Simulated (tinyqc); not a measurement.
Worked calculation: MP2 on RHF in the sto-3g basis, frozen core, for H2O, spin multiplicity 1. One step of it, computed by the program tinyqc.

Problem. Second-order Moller-Plesset energy. E2 = sum_ijab (ia|jb) [2 (ia|jb) - (ib|ja)] / (e_i + e_j - e_a - e_b) over occupied i, j and virtual a, b; the opposite-spin part is (ia|jb)^2 / denominator, the rest is same-spin, and SCS-MP2 scales them by 6/5 and 1/3.

orbital energies (hartree): MO1 -20.270443, MO2 -1.194726, MO3 -0.526602, MO4 -0.429432, MO5 -0.387997, MO6 0.438605, MO7 0.542464

Two-electron integrals over orbitals (pq|rs), unique and non-zero (hartree); the lowest 1 orbital is frozen and left out:
```
p,q,r,s,(pq|rs)
2,2,2,2,0.725391
3,2,3,2,0.126632
3,3,2,2,0.607287
3,3,3,3,0.582966
4,2,2,2,-0.030246
4,2,3,3,0.003534
4,2,4,2,0.129948
4,3,3,2,0.029209
4,3,4,3,0.058083
4,4,2,2,0.656153
4,4,3,3,0.557187
4,4,4,2,-0.089816
4,4,4,4,0.683726
5,2,5,2,0.152177
5,3,5,3,0.025817
5,4,5,2,-0.042743
5,4,5,4,0.046323
5,5,2,2,0.757402
5,5,3,3,0.594318
5,5,4,2,-0.081059
5,5,4,4,0.680676
5,5,5,5,0.880159
6,2,2,2,0.127053
6,2,3,3,0.063167
6,2,4,2,0.035830
6,2,4,4,0.057666
6,2,5,5,0.135797
6,2,6,2,0.092931
6,3,3,2,-0.036374
6,3,4,3,-0.040413
6,3,6,3,0.076248
6,4,2,2,0.135991
6,4,3,3,0.049825
6,4,4,2,-0.051485
6,4,4,4,0.133016
6,4,5,5,0.157664
6,4,6,2,0.058927
6,4,6,4,0.104714
6,5,5,2,0.049120
6,5,5,4,0.007270
6,5,6,5,0.033375
6,6,2,2,0.587565
6,6,3,3,0.541923
6,6,4,2,0.044897
6,6,4,4,0.540915
6,6,5,5,0.573748
6,6,6,2,0.089592
6,6,6,4,0.055416
6,6,6,6,0.574999
7,2,3,2,0.057808
7,2,4,3,-0.028807
7,2,6,3,0.028229
7,2,7,2,0.069783
7,3,2,2,0.171295
7,3,3,3,0.088379
7,3,4,2,-0.076846
7,3,4,4,0.138416
7,3,5,5,0.206126
7,3,6,2,0.065655
7,3,6,4,0.106672
7,3,6,6,0.046149
7,3,7,3,0.161945
7,4,3,2,-0.070519
7,4,4,3,-0.017454
7,4,6,3,0.057169
7,4,7,2,-0.017174
7,4,7,4,0.071496
7,5,5,3,0.023916
7,5,7,5,0.025217
7,6,3,2,0.082320
7,6,4,3,0.065539
7,6,6,3,-0.067177
7,6,7,2,-0.002809
7,6,7,4,-0.060980
7,6,7,6,0.111634
7,7,2,2,0.604340
7,7,3,3,0.574404
7,7,4,2,-0.019191
7,7,4,4,0.570808
7,7,5,5,0.604600
7,7,6,2,0.058869
7,7,6,4,0.053805
7,7,6,6,0.543967
7,7,7,3,0.096657
7,7,7,7,0.589312
```

Hartree-Fock energy = -74.92086502 hartree

Give: Terms; Pair energies; MP2 correlation energy; SCS-MP2 correlation energy; MP2 total energy.

Solution.

Terms:
```
i,j,a,b,(ia|jb),(ib|ja),denominator,term
3,3,7,7,0.1619,0.1619,-2.1381,-0.0123
4,3,6,7,0.1067,0.0572,-1.9371,-0.0086
3,4,7,6,0.1067,0.0572,-1.9371,-0.0086
4,4,6,6,0.1047,0.1047,-1.7361,-0.0063
3,3,6,6,0.0762,0.0762,-1.9304,-0.0030
2,2,6,6,0.0929,0.0929,-3.2667,-0.0026
4,4,7,7,0.0715,0.0715,-1.9438,-0.0026
3,2,7,6,0.0657,0.0282,-2.7024,-0.0025
2,3,6,7,0.0657,0.0282,-2.7024,-0.0025
2,2,7,7,0.0698,0.0698,-3.4744,-0.0014
4,2,6,6,0.0589,0.0589,-2.5014,-0.0014
2,4,6,6,0.0589,0.0589,-2.5014,-0.0014
5,5,6,6,0.0334,0.0334,-1.6532,-0.0007
5,5,7,7,0.0252,0.0252,-1.8609,-3.42e-04
3,4,6,7,0.0572,0.1067,-1.9371,-2.26e-04
4,3,7,6,0.0572,0.1067,-1.9371,-2.26e-04
2,4,7,7,-0.0172,-0.0172,-2.7091,-1.09e-04
4,2,7,7,-0.0172,-0.0172,-2.7091,-1.09e-04
3,2,6,7,0.0282,0.0657,-2.7024,9.61e-05
2,3,7,6,0.0282,0.0657,-2.7024,9.61e-05
```

Pair energies (hartree; pair i-j sums ij and ji):
```
pair,opposite spin,same spin
2-2,-0.0040,0.0000
3-2,-0.0038,-0.0010
3-3,-0.0153,0.0000
4-2,-0.0030,0.0000
4-3,-0.0151,-0.0025
4-4,-0.0089,0.0000
5-5,-0.0010,0.0000
```

MP2 correlation energy = -0.054748 hartree

SCS-MP2 correlation energy = -0.062606 hartree

MP2 total energy = -74.975613 hartree
